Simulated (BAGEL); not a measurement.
**A workflow on singlet C2H7Si+**

Wanted: the energy (singlet C2H7Si+, HF/def2-SV(P)), then the energy (doublet C2H7Si, NEVPT2(3,3)/def2-SV(P)), then a single-point energy (doublet C2H7Si, CASPT2(3,3)/def2-SV(P)) of C2H7Si. 

The results are computed with BAGEL 1.2.2.

### Step 1. Starting point

C2H7Si+ has 10 atoms, charge +1, and is taken as a singlet. SMILES of the parent species: `C[SiH]C`. The Si2–H7 distance was set to 2.018 Å, away from the relaxed value. That shape belongs to the parent species and isn't relaxed for this state. At this shape a bond of the SMILES string is far longer than usual.

Bond lengths: C1–Si2 1.877 Å, Si2–C3 1.877 Å, C1–H4 1.095 Å, C1–H5 1.092 Å, C1–H6 1.092 Å, C3–H8 1.092 Å, C3–H9 1.092 Å, C3–H10 1.095 Å. Some angles: C1–Si2–C3 111.8°, Si2–C1–H4 110.5°, Si2–C1–H5 111.1°, Si2–C1–H6 111.0°, Si2–C3–H8 111.0°, Si2–C3–H9 111.1°, Si2–C3–H10 110.5°, H4–C1–H5 108.0°, H4–C1–H6 108.0°, H5–C1–H6 108.1°. A long bond or contact: Si2–H7 2.018 Å.

### Step 2. A single-point energy at HF/def2-SV(P) (density fitting with svp-jkfit) (run 1)

The input, input.json:

```json
{ "bagel" : [

{
  "title" : "molecule",
  "basis" : "def2-sv_p_.json",
  "df_basis" : "svp-jkfit",
  "angstrom" : "true",
  "geometry" : [
    { "atom" : "C", "xyz" : [   -1.459971,    0.702539,   -0.533715 ] },
    { "atom" : "Si", "xyz" : [    0.184829,    0.649939,    0.368785 ] },
    { "atom" : "C", "xyz" : [    0.350329,   -0.889761,    1.429285 ] },
    { "atom" : "H", "xyz" : [   -1.568371,   -0.170161,   -1.186515 ] },
    { "atom" : "H", "xyz" : [   -1.540071,    1.598839,   -1.152015 ] },
    { "atom" : "H", "xyz" : [   -2.293771,    0.701439,    0.172085 ] },
    { "atom" : "H", "xyz" : [    1.707100,    0.752000,   -0.952200 ] },
    { "atom" : "H", "xyz" : [   -0.438171,   -0.931461,    2.184285 ] },
    { "atom" : "H", "xyz" : [    1.313429,   -0.911061,    1.943085 ] },
    { "atom" : "H", "xyz" : [    0.275629,   -1.791461,    0.812085 ] }
  ]
},
{ "title" : "hf", "charge" : 1 },
{ "title" : "print", "file" : "orbitals.molden", "orbitals" : "true" }

]}
```

The basis set def2-SV(P) is read from a file made from the Basis Set Exchange's data (not shown).

Run with:

```sh
$ BAGEL_NUM_THREADS=1 BAGEL input.json > input.out
```

Output:

```text
* using 1 threads per process

  ===============================================================
  ===============================================================

  *** Geometry ***

  { "atom" : "C", "xyz" : [     -2.758945,      1.327606,     -1.008575 ] },
  { "atom" : "Si", "xyz" : [      0.349276,      1.228207,      0.696903 ] },
  { "atom" : "C", "xyz" : [      0.662026,     -1.681405,      2.700957 ] },
  { "atom" : "H", "xyz" : [     -2.963792,     -0.321558,     -2.242188 ] },
  { "atom" : "H", "xyz" : [     -2.910312,      3.021368,     -2.176993 ] },
  { "atom" : "H", "xyz" : [     -4.334599,      1.325528,      0.325194 ] },
  { "atom" : "H", "xyz" : [      3.225951,      1.421074,     -1.799397 ] },
  { "atom" : "H", "xyz" : [     -0.828023,     -1.760206,      4.127700 ] },
  { "atom" : "H", "xyz" : [      2.482021,     -1.721656,      3.671898 ] },
  { "atom" : "H", "xyz" : [      0.520863,     -3.385371,      1.534618 ] },

  Number of auxiliary basis functions:      404

  Since a DF basis is specified, we compute 2- and 3-index integrals:
    o Being stored without compression. Storage requirement is 0.012 GB

  Number of basis functions:       60
  Number of electrons      :       33

    * METHOD: MOLECULE                             0.12

  *** RHF ***

  === Nuclear Repulsion ===
   103.7405045257

      * DIIS with orbital gradients will be used.

  === RHF iteration (def2-sv_p_.json) ===
      0       -368.06971053          0.01847612           0.03
      1       -368.19711057          0.00820237           0.03
      2       -368.21773953          0.00164417           0.03
      3       -368.21925638          0.00033759           0.03
      4       -368.21931793          0.00011704           0.03
      5       -368.21933135          0.00003440           0.03
      6       -368.21933273          0.00001298           0.03
      7       -368.21933297          0.00000375           0.03
      8       -368.21933298          0.00000105           0.03
      9       -368.21933298          0.00000017           0.03
     10       -368.21933298          0.00000005           0.03
     11       -368.21933298          0.00000001           0.03
     12       -368.21933298          0.00000000           0.03
    * SCF iteration converged.

    * Permanent dipole moment:
           (   -0.216520,    -0.545105,    -0.242449) a.u.

    * METHOD: HF                                   0.41

    * METHOD: PRINT                                0.01

  ===============================================================
```

It took 0.7 s on 1 thread of Arm Neoverse V2, shared host; peak memory 0.14 GiB.

### Step 3. Doublet neutral C2H7Si: the energy at NEVPT2(3,3)/def2-SV(P) (density fitting with svp-jkfit) (run 2)

The input, calc.json:

```json
{ "bagel" : [

{
  "title" : "molecule",
  "basis" : "def2-sv_p_.json",
  "df_basis" : "svp-jkfit",
  "angstrom" : true,
  "geometry" : [
    { "atom" : "C", "xyz" : [      -1.459971,       0.702539,      -0.533715 ] },
    { "atom" : "Si", "xyz" : [       0.184829,       0.649939,       0.368785 ] },
    { "atom" : "C", "xyz" : [       0.350329,      -0.889761,       1.429285 ] },
    { "atom" : "H", "xyz" : [      -1.568371,      -0.170161,      -1.186515 ] },
    { "atom" : "H", "xyz" : [      -1.540071,       1.598839,      -1.152015 ] },
    { "atom" : "H", "xyz" : [      -2.293771,       0.701439,       0.172085 ] },
    { "atom" : "H", "xyz" : [       1.707100,       0.752000,      -0.952200 ] },
    { "atom" : "H", "xyz" : [      -0.438171,      -0.931461,       2.184285 ] },
    { "atom" : "H", "xyz" : [       1.313429,      -0.911061,       1.943085 ] },
    { "atom" : "H", "xyz" : [       0.275629,      -1.791461,       0.812085 ] }
  ]
},

{
  "title" : "hf",
  "charge" : 1
},

{
  "title" : "casscf",
  "nstate" : 1,
  "nact" : 3,
  "nclosed" : 15,
  "nspin" : 1,
  "active" : [16, 17, 18],
  "maxiter" : 200,
  "natocc" : true
},

{
  "title" : "nevpt2",
  "nstate" : 1,
  "nact" : 3,
  "nclosed" : 15,
  "nspin" : 1,
  "active" : [16, 17, 18],
  "maxiter" : 200,
  "natocc" : true,
  "ncore" : 7
},

{
  "title" : "print",
  "file" : "orbitals.molden",
  "orbitals" : true
}

]}
```

The basis set def2-SV(P) is read from a file made from the Basis Set Exchange's data (not shown).

Run with:

```sh
$ BAGEL_NUM_THREADS=1 BAGEL calc.json > calc.out
```

Output:

```text
* using 1 threads per process

  ===============================================================
  ===============================================================

  *** Geometry ***

  { "atom" : "C", "xyz" : [     -2.758945,      1.327606,     -1.008575 ] },
  { "atom" : "Si", "xyz" : [      0.349276,      1.228207,      0.696903 ] },
  { "atom" : "C", "xyz" : [      0.662026,     -1.681405,      2.700957 ] },
  { "atom" : "H", "xyz" : [     -2.963792,     -0.321558,     -2.242188 ] },
  { "atom" : "H", "xyz" : [     -2.910312,      3.021368,     -2.176993 ] },
  { "atom" : "H", "xyz" : [     -4.334599,      1.325528,      0.325194 ] },
  { "atom" : "H", "xyz" : [      3.225951,      1.421074,     -1.799397 ] },
  { "atom" : "H", "xyz" : [     -0.828023,     -1.760206,      4.127700 ] },
  { "atom" : "H", "xyz" : [      2.482021,     -1.721656,      3.671898 ] },
  { "atom" : "H", "xyz" : [      0.520863,     -3.385371,      1.534618 ] },

  Number of auxiliary basis functions:      404

  Since a DF basis is specified, we compute 2- and 3-index integrals:
    o Being stored without compression. Storage requirement is 0.012 GB

  Number of basis functions:       60
  Number of electrons      :       33

    * METHOD: MOLECULE                             0.12

  *** RHF ***

  === Nuclear Repulsion ===
   103.7405045257

      * DIIS with orbital gradients will be used.

  === RHF iteration (def2-sv_p_.json) ===
      0       -368.06971053          0.01847612           0.03
      1       -368.19711057          0.00820237           0.03
      2       -368.21773953          0.00164417           0.03
      3       -368.21925638          0.00033759           0.03
      4       -368.21931793          0.00011704           0.03
      5       -368.21933135          0.00003440           0.03
      6       -368.21933273          0.00001298           0.03
      7       -368.21933297          0.00000375           0.03
      8       -368.21933298          0.00000105           0.03
      9       -368.21933298          0.00000017           0.03
     10       -368.21933298          0.00000005           0.03
     11       -368.21933298          0.00000001           0.03
     12       -368.21933298          0.00000000           0.03
    * SCF iteration converged.

    * Permanent dipole moment:
           (   -0.216520,    -0.545105,    -0.242449) a.u.

    * METHOD: HF                                   0.42

  ---------------------------
      CASSCF calculation
  ---------------------------

    ==== Active orbitals : =====
         Orbital 16
         Orbital 17
         Orbital 18
    ============================

    * nstate   :      1
    * nclosed  :     15
    * nact     :      3
    * nvirt    :     42
  === CASSCF iteration (def2-sv_p_.json) ===

    * Using the second-order algorithm

      0  0      -368.47874871     1.53e-02      0.01

      1  0      -368.52017610     1.77e-03      0.14

      2  0      -368.52376784     2.09e-04      0.14

      3  0      -368.52381673     5.08e-05      0.14

      4  0      -368.52381764     1.47e-05      0.14

      5  0      -368.52381769     4.05e-06      0.15

      6  0      -368.52381770     1.12e-06      0.14

      7  0      -368.52381770     3.14e-07      0.14

      8  0      -368.52381770     9.07e-08      0.13

      9  0      -368.52381770     2.71e-08      0.13

     10  0      -368.52381770     8.34e-09      0.11

    * Second-order optimization converged. *

     guess   0:   closed 1..                  open .1.

  === FCI iteration ===

      0  0      -368.49832852     4.61e-02      0.00
      1  0      -368.52370943     2.15e-03      0.00
      2  0      -368.52380872     6.45e-04      0.00
      3  0      -368.52381709     1.67e-04      0.00
      4  0      -368.52381767     4.47e-05      0.00
      5  0      -368.52381770     6.59e-06      0.00
      6  0      -368.52381770     1.31e-06      0.00
      7  0 *    -368.52381770     7.15e-16      0.00

     * ci vector, state   0, <S^2> = 0.7500
       2a.     0.9832514383
       .a2     0.1619354734
       .2a    -0.0641527644

    * METHOD: CASSCF                               1.43

    * freezing 7 orbitals

  === DF-NEVPT2 calculation ===

    * 3-index integral transformation done
    * assembly done

      NEVPT2 correlation energy:   -0.3139249725      0.06

          (+0)     -0.2682160796
          (+0)'    -0.0063550394
          (+1)     -0.0101663698
          (+1)'    -0.0001695837
          (+2)     -0.0002325811
          (-1)     -0.0222159903
          (-1)'    -0.0018643685
          (-2)     -0.0047049601

      NEVPT2 total energy:       -368.8377426701

    * METHOD: NEVPT2                               0.11

    * METHOD: PRINT                                0.01

  ===============================================================
```

It took 2.2 s on 1 thread of Arm Neoverse V2, shared host; peak memory 0.14 GiB.

### Step 4. Doublet neutral C2H7Si: the energy at CASPT2(3,3)/def2-SV(P) (density fitting with svp-jkfit) (run 3)

The input, caspt2.json:

```json
{ "bagel" : [

{
  "title" : "molecule",
  "basis" : "def2-sv_p_.json",
  "df_basis" : "svp-jkfit",
  "angstrom" : "true",
  "geometry" : [
    { "atom" : "C", "xyz" : [   -1.459971,    0.702539,   -0.533715 ] },
    { "atom" : "Si", "xyz" : [    0.184829,    0.649939,    0.368785 ] },
    { "atom" : "C", "xyz" : [    0.350329,   -0.889761,    1.429285 ] },
    { "atom" : "H", "xyz" : [   -1.568371,   -0.170161,   -1.186515 ] },
    { "atom" : "H", "xyz" : [   -1.540071,    1.598839,   -1.152015 ] },
    { "atom" : "H", "xyz" : [   -2.293771,    0.701439,    0.172085 ] },
    { "atom" : "H", "xyz" : [    1.707100,    0.752000,   -0.952200 ] },
    { "atom" : "H", "xyz" : [   -0.438171,   -0.931461,    2.184285 ] },
    { "atom" : "H", "xyz" : [    1.313429,   -0.911061,    1.943085 ] },
    { "atom" : "H", "xyz" : [    0.275629,   -1.791461,    0.812085 ] }
  ]
},
{
  "title" : "hf",
  "charge" : 1
},
{
  "title" : "casscf",
  "nstate" : 1,
  "nact" : 3,
  "nclosed" : 15,
  "nspin" : 1,
  "active" : [16, 17, 18],
  "maxiter" : 200,
  "natocc" : "true"
},
{
  "title" : "print",
  "file" : "orbitals.molden",
  "orbitals" : "true"
},
{
  "title" : "smith",
  "method" : "caspt2",
  "ms" : "true",
  "xms" : "true",
  "sssr" : "true",
  "shift" : 0.2,
  "shift_imag" : "true",
  "ncore" : 7
}

]}
```

The basis set def2-SV(P) is read from a file made from the Basis Set Exchange's data (not shown).

Run with:

```sh
$ BAGEL_NUM_THREADS=1 BAGEL caspt2.json > caspt2.out
```

Output:

```text
* using 1 threads per process

  ===============================================================
  ===============================================================

  *** Geometry ***

  { "atom" : "C", "xyz" : [     -2.758945,      1.327606,     -1.008575 ] },
  { "atom" : "Si", "xyz" : [      0.349276,      1.228207,      0.696903 ] },
  { "atom" : "C", "xyz" : [      0.662026,     -1.681405,      2.700957 ] },
  { "atom" : "H", "xyz" : [     -2.963792,     -0.321558,     -2.242188 ] },
  { "atom" : "H", "xyz" : [     -2.910312,      3.021368,     -2.176993 ] },
  { "atom" : "H", "xyz" : [     -4.334599,      1.325528,      0.325194 ] },
  { "atom" : "H", "xyz" : [      3.225951,      1.421074,     -1.799397 ] },
  { "atom" : "H", "xyz" : [     -0.828023,     -1.760206,      4.127700 ] },
  { "atom" : "H", "xyz" : [      2.482021,     -1.721656,      3.671898 ] },
  { "atom" : "H", "xyz" : [      0.520863,     -3.385371,      1.534618 ] },

  Number of auxiliary basis functions:      404

  Since a DF basis is specified, we compute 2- and 3-index integrals:
    o Being stored without compression. Storage requirement is 0.012 GB

  Number of basis functions:       60
  Number of electrons      :       33

    * METHOD: MOLECULE                             0.12

  *** RHF ***

  === Nuclear Repulsion ===
   103.7405045257

      * DIIS with orbital gradients will be used.

  === RHF iteration (def2-sv_p_.json) ===
      0       -368.06971053          0.01847612           0.03
      1       -368.19711057          0.00820237           0.03
      2       -368.21773953          0.00164417           0.03
      3       -368.21925638          0.00033759           0.03
      4       -368.21931793          0.00011704           0.03
      5       -368.21933135          0.00003440           0.03
      6       -368.21933273          0.00001298           0.03
      7       -368.21933297          0.00000375           0.03
      8       -368.21933298          0.00000105           0.03
      9       -368.21933298          0.00000017           0.03
     10       -368.21933298          0.00000005           0.03
     11       -368.21933298          0.00000001           0.03
     12       -368.21933298          0.00000000           0.03
    * SCF iteration converged.

    * Permanent dipole moment:
           (   -0.216520,    -0.545105,    -0.242449) a.u.

    * METHOD: HF                                   0.41

  ---------------------------
      CASSCF calculation
  ---------------------------

    ==== Active orbitals : =====
         Orbital 16
         Orbital 17
         Orbital 18
    ============================

    * nstate   :      1
    * nclosed  :     15
    * nact     :      3
    * nvirt    :     42
  === CASSCF iteration (def2-sv_p_.json) ===

    * Using the second-order algorithm

      0  0      -368.47874871     1.53e-02      0.01

      1  0      -368.52017610     1.77e-03      0.14

      2  0      -368.52376784     2.09e-04      0.14

      3  0      -368.52381673     5.08e-05      0.14

      4  0      -368.52381764     1.47e-05      0.14

      5  0      -368.52381769     4.05e-06      0.15

      6  0      -368.52381770     1.12e-06      0.15

      7  0      -368.52381770     3.14e-07      0.14

      8  0      -368.52381770     9.07e-08      0.13

      9  0      -368.52381770     2.71e-08      0.13

     10  0      -368.52381770     8.34e-09      0.11

    * Second-order optimization converged. *

     guess   0:   closed 1..                  open .1.

  === FCI iteration ===

      0  0      -368.49832852     4.61e-02      0.00
      1  0      -368.52370943     2.15e-03      0.00
      2  0      -368.52380872     6.45e-04      0.00
      3  0      -368.52381709     1.67e-04      0.00
      4  0      -368.52381767     4.47e-05      0.00
      5  0      -368.52381770     6.59e-06      0.00
      6  0      -368.52381770     1.31e-06      0.00
      7  0 *    -368.52381770     7.15e-16      0.00

     * ci vector, state   0, <S^2> = 0.7500
       2a.     0.9832514383
       .a2     0.1619354734
       .2a    -0.0641527644

    * METHOD: CASSCF                               1.43

    * METHOD: PRINT                                0.01

  === SMITH program ===

    * freezing 7 orbitals

    * Approximate memory requirement for SMITH calulation per MPI process:
      o Storage requirement for T-amplitude, lambda, and residual is 0.01 GB
      o Storage requirement for MO integrals is 0.00 GB
    * Calculating and saving rdm4f

    * Zeroth order energy : state  0       -0.8824399359

    * CASPT2 iteration is performed using orthogonal basis

      -------------------------------------------  CASPT2 iteration  ---------------------------------------------------
       #      aibj      arbs      arbi      airj      risj      airs      arst      rist         Etot      error   time
      ------------------------------------------------------------------------------------------------------------------

       0  -0.26757  -0.00612  -0.02396  -0.01134  -0.00035  -0.00600  -0.00184  -0.00015   -0.3173321  0.0011617   0.03
       1  -0.26768  -0.00616  -0.02400  -0.01143  -0.00037  -0.00611  -0.00188  -0.00016   -0.3177941  0.0002003   0.02
       2  -0.26768  -0.00617  -0.02400  -0.01144  -0.00037  -0.00611  -0.00188  -0.00016   -0.3178078  0.0000379   0.02
       3  -0.26768  -0.00617  -0.02400  -0.01144  -0.00037  -0.00611  -0.00188  -0.00016   -0.3178083  0.0000076   0.02
       4  -0.26768  -0.00617  -0.02400  -0.01144  -0.00037  -0.00611  -0.00188  -0.00016   -0.3178083  0.0000013   0.03
       5  -0.26768  -0.00617  -0.02400  -0.01144  -0.00037  -0.00611  -0.00188  -0.00016   -0.3178083  0.0000002   0.03

      ------------------------------------------------------------------------------------------------------------------

    * CASPT2 energy : state  0     -368.8438029234
        w/o shift correction       -368.8416260008
        reference weight              0.8907413480

    * METHOD: SMITH                                0.23

  ===============================================================
```

Wall time 2.4 s (1 thread of Arm Neoverse V2, shared host); peak memory 0.14 GiB.

### Step 5. What came out

```
                                   quantity          value
         run 1, HF/def2-SV(P): total energy  -368.21933 Eh
          run 1, HF/def2-SV(P): HOMO energy      -16.86 eV
          run 1, HF/def2-SV(P): LUMO energy       -6.64 eV
        run 1, HF/def2-SV(P): HOMO–LUMO gap       10.22 eV
doublet neutral C2H7Si, run 2: total energy  -368.83774 Eh
doublet neutral C2H7Si, run 3: total energy  -368.84380 Eh
```
